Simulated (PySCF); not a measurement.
Start geometry of `C1C(C(=C)C1)=C` from GFN2-xTB (Å):
```
atom  x, y, z in Å
C1     1.3724   -1.0250   -1.1214
C2     0.5926   -0.1800   -0.4673
C3     0.5532    1.3245   -0.3400
C4    -0.6710    1.1724    0.5886
C5    -0.5678   -0.3241    0.4134
C6    -1.2605   -1.3508    0.8786
H7     1.2169   -2.0893   -1.0702
H8     2.1926   -0.6830   -1.7304
H9     1.4339    1.7590    0.1310
H10    0.3587    1.8493   -1.2744
H11   -0.5168    1.5164    1.6103
H12   -1.5932    1.6079    0.2066
H13   -2.1047   -1.2130    1.5337
H14   -1.0069   -2.3647    0.6193
```

Problem. What comes out of this run: PySCF, PBE0-D3(BJ)/def2-SVP geometry optimisation, gas phase?

Solution. 
```
atom  x, y, z in Å
C1     1.4190   -0.9027   -1.1510
C2     0.6335   -0.0474   -0.4918
C3     0.5918    1.4660   -0.3612
C4    -0.6414    1.3133    0.5713
C5    -0.5396   -0.1928    0.3972
C6    -1.2351   -1.2324    0.8648
H7     1.2515   -1.9818   -1.0941
H8     2.2519   -0.5522   -1.7664
H9     1.4812    1.9096    0.1125
H10    0.3993    2.0018   -1.3036
H11   -0.4907    1.6662    1.6033
H12   -1.5730    1.7570    0.1872
H13   -2.0916   -1.0923    1.5298
H14   -0.9681   -2.2581    0.5958
```

The energy falls by 4.7 kJ/mol over 3 energy and gradient evaluations, the largest force component goes from 0.0120 to 1.5e-04 Eh/bohr, and the atoms move by 0.021 Å rms after alignment. Among the bonds, C1–H7, C1–H8, C6–H13 and C6–H14 change most and about equally (+0.016 to +0.017 Å). Bonds longer at the end by more than 0.005 Å: 14 of 14; shorter: 0. Rotational constants go from 5046, 4162, 2348 to 4957, 4095, 2308 MHz. The orientation of the end geometry is arbitrary; only internal coordinates are fixed.

The run used 124 basis functions and 19 SCF cycles in all.

PBE0-D3(BJ)/def2-SVP frequencies: not computed here.
